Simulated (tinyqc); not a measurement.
Worked calculation (part 1 of 2): CCSD on RHF in the sto-3g basis, for H2O, spin multiplicity 1. Computed by tinyqc, a small Python program that keeps every step (integrals from PySCF). Settings: charge = 0, multiplicity = 1, basis = sto-3g, method = RHF, energy threshold = 1e-10, iteration cap = 90, orthogonalisation = canonical, start = atomic densities, DIIS depth = 6, amplitude equations = CCSD, DIIS depth for amplitudes = 4, cap on updates = 89. Command: `OMP_NUM_THREADS=1 python tinyqc.py 20180 20181 out.jsonl` (the two numbers bound the seeds that draw the settings). One thread of a shared host (Intel(R) Xeon(R) Processor @ 2.60GHz), about 0.4 s of CPU time with the checks. The early iterations of the SCF are left out here.

## One-electron integrals

Geometry (angstrom):

| atom | x | y | z |
|---|---|---|---|
| O | 0.0000 | 0.0000 | 0.0000 |
| H | 0.0000 | 0.9510 | 0.6710 |
| H | 0.0000 | -0.9510 | 0.6710 |

Basis sto-3g: exponents (1/bohr^2) and contraction coefficients of normalised primitives:

| element | l (shell) | exponent | coefficient |
|---|---|---|---|
| O | s (1) | 130.7093 | 0.1543 |
| O | s (1) | 23.8089 | 0.5353 |
| O | s (1) | 6.4436 | 0.4446 |
| O | s (2) | 5.0332 | -0.1000 |
| O | s (2) | 1.1696 | 0.3995 |
| O | s (2) | 0.3804 | 0.7001 |
| O | p (3) | 5.0332 | 0.1559 |
| O | p (3) | 1.1696 | 0.6077 |
| O | p (3) | 0.3804 | 0.3920 |
| H | s (1) | 3.4253 | 0.1543 |
| H | s (1) | 0.6239 | 0.5353 |
| H | s (1) | 0.1689 | 0.4446 |

Overlap, kinetic and nuclear-attraction integrals over the contracted functions; the nuclear repulsion is the sum of Za Zb / Rab.

nuclear repulsion = 7.552817 hartree

overlap S:
```
         1O 1s   1O 2s  1O 2px   1O 2py  1O 2pz   2H 1s    3H 1s
1O 1s   1.0000  0.2367  0.0000   0.0000  0.0000  0.0330   0.0330
1O 2s   0.2367  1.0000  0.0000   0.0000  0.0000  0.3500   0.3500
1O 2px  0.0000  0.0000  1.0000   0.0000  0.0000  0.0000   0.0000
1O 2py  0.0000  0.0000  0.0000   1.0000  0.0000  0.2583  -0.2583
1O 2pz  0.0000  0.0000  0.0000   0.0000  1.0000  0.1822   0.1822
2H 1s   0.0330  0.3500  0.0000   0.2583  0.1822  1.0000   0.1397
3H 1s   0.0330  0.3500  0.0000  -0.2583  0.1822  0.1397   1.0000
```

kinetic energy T (hartree):
```
          1O 1s    1O 2s  1O 2px   1O 2py  1O 2pz    2H 1s    3H 1s
1O 1s   29.0032  -0.1680  0.0000   0.0000  0.0000  -0.0089  -0.0089
1O 2s   -0.1680   0.8081  0.0000   0.0000  0.0000   0.0507   0.0507
1O 2px   0.0000   0.0000  2.5287   0.0000  0.0000   0.0000   0.0000
1O 2py   0.0000   0.0000  0.0000   2.5287  0.0000   0.1235  -0.1235
1O 2pz   0.0000   0.0000  0.0000   0.0000  2.5287   0.0871   0.0871
2H 1s   -0.0089   0.0507  0.0000   0.1235  0.0871   0.7600  -0.0086
3H 1s   -0.0089   0.0507  0.0000  -0.1235  0.0871  -0.0086   0.7600
```

nuclear attraction V (hartree):
```
           1O 1s    1O 2s   1O 2px   1O 2py   1O 2pz    2H 1s    3H 1s
1O 1s   -61.5278  -7.3983   0.0000   0.0000  -0.0121  -1.0553  -1.0553
1O 2s    -7.3983  -9.9582   0.0000   0.0000  -0.1495  -2.6338  -2.6338
1O 2px    0.0000   0.0000  -9.8332   0.0000   0.0000   0.0000   0.0000
1O 2py    0.0000   0.0000   0.0000  -9.9372   0.0000  -1.7046   1.7046
1O 2pz   -0.0121  -0.1495   0.0000   0.0000  -9.8849  -1.2380  -1.2380
2H 1s    -1.0553  -2.6338   0.0000  -1.7046  -1.2380  -5.0834  -0.7999
3H 1s    -1.0553  -2.6338   0.0000   1.7046  -1.2380  -0.7999  -5.0834
```

core Hamiltonian H = T + V (hartree):
```
           1O 1s    1O 2s   1O 2px   1O 2py   1O 2pz    2H 1s    3H 1s
1O 1s   -32.5246  -7.5663   0.0000   0.0000  -0.0121  -1.0643  -1.0643
1O 2s    -7.5663  -9.1501   0.0000   0.0000  -0.1495  -2.5831  -2.5831
1O 2px    0.0000   0.0000  -7.3044   0.0000   0.0000   0.0000   0.0000
1O 2py    0.0000   0.0000   0.0000  -7.4084   0.0000  -1.5811   1.5811
1O 2pz   -0.0121  -0.1495   0.0000   0.0000  -7.3562  -1.1508  -1.1508
2H 1s    -1.0643  -2.5831   0.0000  -1.5811  -1.1508  -4.3234  -0.8085
3H 1s    -1.0643  -2.5831   0.0000   1.5811  -1.1508  -0.8085  -4.3234
```

## Two-electron integrals

Functions are numbered as in S; the eight-fold symmetry (ij|kl) = (ji|kl) = (kl|ij) leaves the list below.

Two-electron integrals (ij|kl) in chemists' order, unique and non-zero (hartree):
```
(11|11) 4.7851      (21|11) 0.7414      (21|21) 0.1369      (22|11) 1.1189
(22|21) 0.2566      (22|22) 0.8172      (31|31) 0.0245      (32|31) 0.0378
(32|32) 0.1805      (33|11) 1.1158      (33|21) 0.2567      (33|22) 0.8170
(33|33) 0.8802      (41|41) 0.0245      (42|41) 0.0378      (42|42) 0.1805
(43|43) 0.0474      (44|11) 1.1158      (44|21) 0.2567      (44|22) 0.8170
(44|33) 0.7853      (44|44) 0.8802      (51|51) 0.0245      (52|51) 0.0378
(52|52) 0.1805      (53|53) 0.0474      (54|54) 0.0474      (55|11) 1.1158
(55|21) 0.2567      (55|22) 0.8170      (55|33) 0.7853      (55|44) 0.7853
(55|55) 0.8802      (61|11) 0.1046      (61|21) 0.0192      (61|22) 0.0358
(61|33) 0.0357      (61|41) 0.0007      (61|42) 0.0013      (61|44) 0.0358
(61|51) 0.0005      (61|52) 0.0009      (61|54) 1.01e-04    (61|55) 0.0358
(61|61) 0.0027      (62|11) 0.2786      (62|21) 0.0648      (62|22) 0.2315
(62|33) 0.2274      (62|41) 0.0040      (62|42) 0.0316      (62|44) 0.2355
(62|51) 0.0028      (62|52) 0.0223      (62|54) 0.0057      (62|55) 0.2314
(62|61) 0.0093      (62|62) 0.0843      (63|31) 0.0065      (63|32) 0.0388
(63|43) 0.0064      (63|53) 0.0045      (63|63) 0.0114      (64|11) 0.1724
(64|21) 0.0406      (64|22) 0.1548      (64|33) 0.1480      (64|41) 0.0086
(64|42) 0.0586      (64|44) 0.1658      (64|51) 0.0015      (64|52) 0.0140
(64|54) 0.0081      (64|55) 0.1505      (64|61) 0.0060      (64|62) 0.0685
(64|64) 0.0665      (65|11) 0.1217      (65|21) 0.0286      (65|22) 0.1092
(65|33) 0.1044      (65|41) 0.0015      (65|42) 0.0140      (65|44) 0.1080
(65|51) 0.0076      (65|52) 0.0487      (65|54) 0.0089      (65|55) 0.1152
(65|61) 0.0043      (65|62) 0.0483      (65|64) 0.0389      (65|65) 0.0389
(66|11) 0.4471      (66|21) 0.1057      (66|22) 0.4348      (66|33) 0.4181
(66|41) 0.0077      (66|42) 0.0864      (66|44) 0.4511      (66|51) 0.0054
(66|52) 0.0610      (66|54) 0.0233      (66|55) 0.4345      (66|61) 0.0152
(66|62) 0.2078      (66|64) 0.1929      (66|65) 0.1361      (66|66) 0.7746
(71|11) 0.1046      (71|21) 0.0192      (71|22) 0.0358      (71|33) 0.0357
(71|41) -0.0007     (71|42) -0.0013     (71|44) 0.0358      (71|51) 0.0005
(71|52) 0.0009      (71|54) -1.01e-04   (71|55) 0.0358      (71|61) 0.0027
(71|62) 0.0090      (71|64) 0.0054      (71|65) 0.0041      (71|66) 0.0146
(71|71) 0.0027      (72|11) 0.2786      (72|21) 0.0648      (72|22) 0.2315
(72|33) 0.2274      (72|41) -0.0040     (72|42) -0.0316     (72|44) 0.2355
(72|51) 0.0028      (72|52) 0.0223      (72|54) -0.0057     (72|55) 0.2314
(72|61) 0.0090      (72|62) 0.0656      (72|64) 0.0374      (72|65) 0.0365
(72|66) 0.1288      (72|71) 0.0093      (72|72) 0.0843      (73|31) 0.0065
(73|32) 0.0388      (73|43) -0.0064     (73|53) 0.0045      (73|63) 0.0085
(73|73) 0.0114      (74|11) -0.1724     (74|21) -0.0406     (74|22) -0.1548
(74|33) -0.1480     (74|41) 0.0086      (74|42) 0.0586      (74|44) -0.1658
(74|51) -0.0015     (74|52) -0.0140     (74|54) 0.0081      (74|55) -0.1505
(74|61) -0.0054     (74|62) -0.0374     (74|64) -0.0133     (74|65) -0.0204
(74|66) -0.0678     (74|71) -0.0060     (74|72) -0.0685     (74|74) 0.0665
(75|11) 0.1217      (75|21) 0.0286      (75|22) 0.1092      (75|33) 0.1044
(75|41) -0.0015     (75|42) -0.0140     (75|44) 0.1080      (75|51) 0.0076
(75|52) 0.0487      (75|54) -0.0089     (75|55) 0.1152      (75|61) 0.0041
(75|62) 0.0365      (75|64) 0.0204      (75|65) 0.0285      (75|66) 0.0778
(75|71) 0.0043      (75|72) 0.0483      (75|74) -0.0389     (75|75) 0.0389
(76|11) 0.0800      (76|21) 0.0188      (76|22) 0.0729      (76|33) 0.0712
(76|44) 0.0728      (76|51) 0.0013      (76|52) 0.0121      (76|55) 0.0745
(76|61) 0.0027      (76|62) 0.0261      (76|64) 0.0185      (76|65) 0.0169
(76|66) 0.0672      (76|71) 0.0027      (76|72) 0.0261      (76|74) -0.0185
(76|75) 0.0169      (76|76) 0.0102      (77|11) 0.4471      (77|21) 0.1057
(77|22) 0.4348      (77|33) 0.4181      (77|41) -0.0077     (77|42) -0.0864
(77|44) 0.4511      (77|51) 0.0054      (77|52) 0.0610      (77|54) -0.0233
(77|55) 0.4345      (77|61) 0.0146      (77|62) 0.1288      (77|64) 0.0678
(77|65) 0.0778      (77|66) 0.2769      (77|71) 0.0152      (77|72) 0.2078
(77|74) -0.1929     (77|75) 0.1361      (77|76) 0.0672      (77|77) 0.7746
```

## Orthogonalisation

S = U s U^T; canonical form X = U s^(-1/2), so that X^T S X = 1. Each column of U has its largest component positive (the first on a tie).

eigenvalues of S: 0.4739  0.5582  0.8911  1.0000  1.0957  1.3020  1.6790

X:
```
              1        2        3       4        5        6       7
1O 1s   -0.3714   0.0000   0.7188  0.0000  -0.6096   0.0000  0.1999
1O 2s    1.0001   0.0000  -0.2747  0.0000  -0.2928   0.0000  0.4661
1O 2px   0.0000   0.0000   0.0000  1.0000   0.0000   0.0000  0.0000
1O 2py   0.0000   0.8529   0.0000  0.0000   0.0000   0.6754  0.0000
1O 2pz   0.4337   0.0000   0.6707  0.0000   0.6326   0.0000  0.2064
2H 1s   -0.6261  -0.7294  -0.2003  0.0000   0.1661   0.3949  0.3845
3H 1s   -0.6261   0.7294  -0.2003  0.0000   0.1661  -0.3949  0.3845
```

## Iteration 8 (converged): orbitals

converged F (hartree):
```
           1O 1s    1O 2s   1O 2px   1O 2py   1O 2pz    2H 1s    3H 1s
1O 1s   -20.2570  -5.1633   0.0000   0.0000  -0.0239  -0.7341  -0.7341
1O 2s    -5.1633  -2.3961   0.0000   0.0000  -0.0535  -0.7160  -0.7160
1O 2px    0.0000   0.0000  -0.3842   0.0000   0.0000   0.0000   0.0000
1O 2py    0.0000   0.0000   0.0000  -0.2042   0.0000  -0.3490   0.3490
1O 2pz   -0.0239  -0.0535   0.0000   0.0000  -0.2473  -0.2912  -0.2912
2H 1s    -0.7341  -0.7160   0.0000  -0.3490  -0.2912  -0.3610  -0.1886
3H 1s    -0.7341  -0.7160   0.0000   0.3490  -0.2912  -0.1886  -0.3610
```

Diagonalise F' = X^T F X, C = X C', fill 5 alpha and 5 beta electrons from the bottom; D = 2 C_occ C_occ^T. Each column has its largest component positive (the first on a tie).

F' = X^T F X (hartree):
```
         1       2        3        4        5        6        7
1  -0.4444  0.0000   2.4739   0.0000  -2.0483   0.0000   0.7075
2   0.0000  0.5363   0.0000   0.0000   0.0000   0.0905   0.0000
3   2.4739  0.0000  -8.3443   0.0000   8.4910   0.0000  -4.2081
4   0.0000  0.0000   0.0000  -0.3842   0.0000   0.0000   0.0000
5  -2.0483  0.0000   8.4910   0.0000  -9.3527   0.0000   4.6336
6   0.0000  0.0905   0.0000   0.0000   0.0000  -0.5192   0.0000
7   0.7075  0.0000  -4.2081   0.0000   4.6336   0.0000  -3.3090
```

orbital energies (hartree): MO1 -20.2651, MO2 -1.1865, MO3 -0.5269, MO4 -0.4157, MO5 -0.3842, MO6 0.4170, MO7 0.5440

coefficients C:
```
            MO1      MO2      MO3      MO4     MO5      MO6      MO7
1O 1s    0.9945  -0.2423   0.0000   0.0861  0.0000  -0.1045   0.0000
1O 2s    0.0234   0.9071   0.0000  -0.4388  0.0000   0.6023   0.0000
1O 2px   0.0000   0.0000   0.0000   0.0000  1.0000   0.0000   0.0000
1O 2py   0.0000   0.0000   0.6006   0.0000  0.0000   0.0000   0.9071
1O 2pz   0.0027   0.0673   0.0000   0.7529  0.0000   0.7136   0.0000
2H 1s   -0.0041   0.1364   0.4553   0.3439  0.0000  -0.6860  -0.6933
3H 1s   -0.0041   0.1364  -0.4553   0.3439  0.0000  -0.6860   0.6933
```

D after iteration 8:
```
          1O 1s    1O 2s  1O 2px   1O 2py   1O 2pz    2H 1s    3H 1s
1O 1s    2.1104  -0.4687  0.0000   0.0000   0.1024  -0.0150  -0.0150
1O 2s   -0.4687   2.0320  0.0000   0.0000  -0.5385  -0.0546  -0.0546
1O 2px   0.0000   0.0000  2.0000   0.0000   0.0000   0.0000   0.0000
1O 2py   0.0000   0.0000  0.0000   0.7216   0.0000   0.5470  -0.5470
1O 2pz   0.1024  -0.5385  0.0000   0.0000   1.1429   0.5363   0.5363
2H 1s   -0.0150  -0.0546  0.0000   0.5470   0.5363   0.6884  -0.1408
3H 1s   -0.0150  -0.0546  0.0000  -0.5470   0.5363  -0.1408   0.6884
```

## Convergence

Stop when the energy changes by less than 1e-10 hartree and every element of the error matrix X^T (F D S - S D F) X is below 3e-06.

Course of the cycle:

| iteration | E (hartree) | change | largest element of the error matrix |
|---|---|---|---|
| 1 | -75.051192 | - | 9.57e-01 |
| 2 | -74.856447 | 1.95e-01 | 2.88e-01 |
| 3 | -74.908239 | -5.18e-02 | 4.55e-02 |
| 4 | -74.909763 | -1.52e-03 | 6.54e-03 |
| 5 | -74.909796 | -3.30e-05 | 7.89e-05 |
| 6 | -74.909796 | -1.27e-08 | 3.50e-05 |
| 7 | -74.909796 | -2.73e-09 | 5.32e-07 |
| 8 | -74.909796 | -9.95e-13 | 1.66e-09 |

PySCF RHF in the same basis = -74.909796 hartree

Converged in 8 iterations.

## Integrals over molecular orbitals

(pq|rs) = sum C_ip C_jq C_kr C_ls (ij|kl), one index at a time.

one-electron integrals over orbitals h = C^T H C (hartree):
```
          1        2        3        4        5        6        7
1  -32.5083   0.5745   0.0000  -0.1904   0.0000   0.2410   0.0000
2    0.5745  -7.5347   0.0000   0.5356   0.0000  -1.1456   0.0000
3    0.0000   0.0000  -5.8596   0.0000   0.0000   0.0000  -1.8067
4   -0.1904   0.5356   0.0000  -6.4772   0.0000  -1.3793   0.0000
5    0.0000   0.0000   0.0000   0.0000  -7.3044   0.0000   0.0000
6    0.2410  -1.1456   0.0000  -1.3793   0.0000  -5.2078   0.0000
7    0.0000   0.0000  -1.8067   0.0000   0.0000   0.0000  -5.4973
```

Two-electron integrals over orbitals (pq|rs), unique and non-zero (hartree):
```
(11|11) 4.7473      (21|11) -0.4339     (21|21) 0.0626      (22|11) 1.0283
(22|21) -0.0161     (22|22) 0.7253      (31|31) 0.0102      (32|31) 0.0163
(32|32) 0.1254      (33|11) 0.7432      (33|21) -0.0047     (33|22) 0.6016
(33|33) 0.5768      (41|11) 0.1526      (41|21) -0.0206     (41|22) 0.0110
(41|33) 0.0050      (41|41) 0.0231      (42|11) -0.1460     (42|21) 0.0074
(42|22) -0.0321     (42|33) 0.0036      (42|41) 0.0191      (42|42) 0.1303
(43|31) -0.0020     (43|32) 0.0306      (43|43) 0.0580      (44|11) 0.9219
(44|21) -0.0107     (44|22) 0.6587      (44|33) 0.5537      (44|41) -0.0083
(44|42) -0.0907     (44|44) 0.6856      (51|51) 0.0259      (52|51) 0.0335
(52|52) 0.1528      (53|53) 0.0253      (54|51) -0.0110     (54|52) -0.0413
(54|54) 0.0457      (55|11) 1.1154      (55|21) -0.0123     (55|22) 0.7584
(55|33) 0.5890      (55|41) 0.0043      (55|42) -0.0796     (55|44) 0.6822
(55|55) 0.8802      (61|11) -0.1869     (61|21) 0.0284      (61|22) -0.0030
(61|33) 4.41e-04    (61|41) 0.0040      (61|42) 0.0204      (61|44) -0.0143
(61|55) -0.0052     (61|61) 0.0239      (62|11) 0.2520      (62|21) -0.0061
(62|22) 0.1252      (62|33) 0.0599      (62|41) 0.0182      (62|42) 0.0370
(62|44) 0.0590      (62|55) 0.1348      (62|61) 0.0102      (62|62) 0.0914
(63|31) 0.0022      (63|32) -0.0396     (63|43) -0.0425     (63|63) 0.0804
(64|11) 0.2817      (64|21) -0.0038     (64|22) 0.1379      (64|33) 0.0484
(64|41) 0.0015      (64|42) -0.0472     (64|44) 0.1335      (64|55) 0.1579
(64|61) -0.0015     (64|62) 0.0605      (64|64) 0.1037      (65|51) 0.0124
(65|52) 0.0492      (65|54) 0.0076      (65|65) 0.0328      (66|11) 0.7601
(66|21) -0.0074     (66|22) 0.5797      (66|33) 0.5362      (66|41) 0.0166
(66|42) 0.0456      (66|44) 0.5359      (66|55) 0.5667      (66|61) 0.0083
(66|62) 0.0858      (66|64) 0.0538      (66|66) 0.5674      (71|31) 0.0141
(71|32) 0.0214      (71|43) -0.0028     (71|63) 0.0025      (71|71) 0.0193
(72|31) 0.0151      (72|32) 0.0595      (72|43) -0.0268     (72|63) 0.0271
(72|71) 0.0198      (72|72) 0.0711      (73|11) 0.3748      (73|21) -0.0069
(73|22) 0.1753      (73|33) 0.0878      (73|41) -8.43e-05   (73|42) -0.0735
(73|44) 0.1416      (73|55) 0.2079      (73|61) -0.0052     (73|62) 0.0659
(73|64) 0.1058      (73|66) 0.0453      (73|73) 0.1608      (74|31) -0.0075
(74|32) -0.0685     (74|43) -0.0174     (74|63) 0.0587      (74|71) -0.0103
(74|72) -0.0177     (74|74) 0.0699      (75|53) 0.0240      (75|75) 0.0257
(76|31) 0.0072      (76|32) 0.0830      (76|43) 0.0666      (76|63) -0.0711
(76|71) 0.0097      (76|72) -0.0008     (76|74) -0.0603     (76|76) 0.1133
(77|11) 0.8369      (77|21) -0.0090     (77|22) 0.6060      (77|33) 0.5716
(77|41) 0.0034      (77|42) -0.0213     (77|44) 0.5723      (77|55) 0.6073
(77|61) -0.0035     (77|62) 0.0591      (77|64) 0.0562      (77|66) 0.5400
(77|73) 0.1017      (77|77) 0.5906
```

## CCSD: starting amplitudes

t_ij^ab = <ij||ab> / (e_i + e_j - e_a - e_b), whose energy is MP2.

Starting amplitudes (spin orbitals 1a, 1b, ...; amplitudes related by a flip of all spins are not repeated; the 24 largest):

| from | to | t |
|---|---|---|
| 3a 3b | 7a 7b | -0.0751 |
| 4a 4b | 6a 6b | -0.0623 |
| 3a 4b | 6b 7a | 0.0556 |
| 3a 3b | 6a 6b | -0.0426 |
| 4a 4b | 7a 7b | -0.0364 |
| 3a 4b | 6a 7b | -0.0308 |
| 2a 2b | 6a 6b | -0.0285 |
| 2a 4b | 6a 6b | -0.0249 |
| 3a 4a | 6a 7a | 0.0247 |
| 2a 3b | 6a 7b | -0.0246 |
| 2a 2b | 7a 7b | -0.0205 |
| 5a 5b | 6a 6b | -0.0205 |
| 2a 3a | 6a 7a | -0.0145 |
| 5a 5b | 7a 7b | -0.0139 |
| 2a 3b | 6b 7a | 0.0101 |
| 2a 4b | 7a 7b | 0.0066 |
| 1a 2b | 7a 7b | -0.0009 |
| 1a 1b | 6a 6b | -0.0006 |
| 1a 4b | 7a 7b | 4.75e-04 |
| 1a 1b | 7a 7b | -4.65e-04 |
| 1a 2b | 6a 6b | -4.56e-04 |
| 1a 3a | 6a 7a | 3.51e-04 |
| 1a 3b | 6a 7b | 2.37e-04 |
| 1a 3b | 6b 7a | 1.15e-04 |

correlation energy = -0.055565 hartree

## CCSD: amplitude update 1

t_i^a D_i^a and t_ij^ab D_ij^ab are set to the remaining terms of the spin-orbital equations, evaluated with the old amplitudes; for the doubles these are <ij||ab> + 1/2 <ab||ef> t_ij^ef + 1/2 <mn||ij> t_mn^ab + P(ij)P(ab) <mb||ej> t_im^ae + terms in t^2 + terms with t1, D the orbital-energy denominators.

Amplitudes after update 1 (spin orbitals 1a, 1b, ...; amplitudes related by a flip of all spins are not repeated; the 24 largest):

| from | to | t |
|---|---|---|
| 3a 3b | 7a 7b | -0.0953 |
| 4a 4b | 6a 6b | -0.0805 |
| 3a 4b | 6b 7a | 0.0722 |
| 3a 3b | 6a 6b | -0.0603 |
| 4a 4b | 7a 7b | -0.0500 |
| 3a 4b | 6a 7b | -0.0487 |
| 2a 4b | 6a 6b | -0.0355 |
| 2a 2b | 6a 6b | -0.0310 |
| 2a 3b | 6a 7b | -0.0307 |
| 5a 5b | 6a 6b | -0.0248 |
| 3a 4a | 6a 7a | 0.0235 |
| 2a 2b | 7a 7b | -0.0222 |
| 2a 3b | 6b 7a | 0.0172 |
| 5a 5b | 7a 7b | -0.0153 |
| 2a 3a | 6a 7a | -0.0135 |
| 4a | 6a | -0.0121 |
| 2a 4b | 7a 7b | 0.0056 |
| 3a | 7a | -0.0030 |
| 2a | 6a | 0.0010 |
| 1a 2b | 7a 7b | -0.0008 |
| 1a 1b | 6a 6b | -4.76e-04 |
| 1a 4b | 7a 7b | 4.07e-04 |
| 1a 2b | 6a 6b | -3.93e-04 |
| 1a 1b | 7a 7b | -3.75e-04 |

correlation energy = -0.071441 hartree

## CCSD: amplitude update 2

As before.

Amplitudes after update 2 (spin orbitals 1a, 1b, ...; amplitudes related by a flip of all spins are not repeated; the 24 largest):

| from | to | t |
|---|---|---|
| 3a 3b | 7a 7b | -0.1021 |
| 4a 4b | 6a 6b | -0.0892 |
| 3a 4b | 6b 7a | 0.0786 |
| 3a 3b | 6a 6b | -0.0671 |
| 3a 4b | 6a 7b | -0.0581 |
| 4a 4b | 7a 7b | -0.0560 |
| 2a 4b | 6a 6b | -0.0394 |
| 2a 3b | 6a 7b | -0.0319 |
| 2a 2b | 6a 6b | -0.0310 |
| 5a 5b | 6a 6b | -0.0261 |
| 2a 2b | 7a 7b | -0.0218 |
| 3a 4a | 6a 7a | 0.0205 |
| 2a 3b | 6b 7a | 0.0203 |
| 4a | 6a | -0.0193 |
| 5a 5b | 7a 7b | -0.0150 |
| 2a 3a | 6a 7a | -0.0116 |
| 2a 4b | 7a 7b | 0.0046 |
| 3a | 7a | -0.0030 |
| 2a | 6a | 0.0023 |
| 1a 2b | 7a 7b | -0.0008 |
| 1a 1b | 6a 6b | -4.71e-04 |
| 1a 2b | 6a 6b | -3.89e-04 |
| 1a 4b | 7a 7b | 3.85e-04 |
| 1a 1b | 7a 7b | -3.65e-04 |

correlation energy = -0.077158 hartree
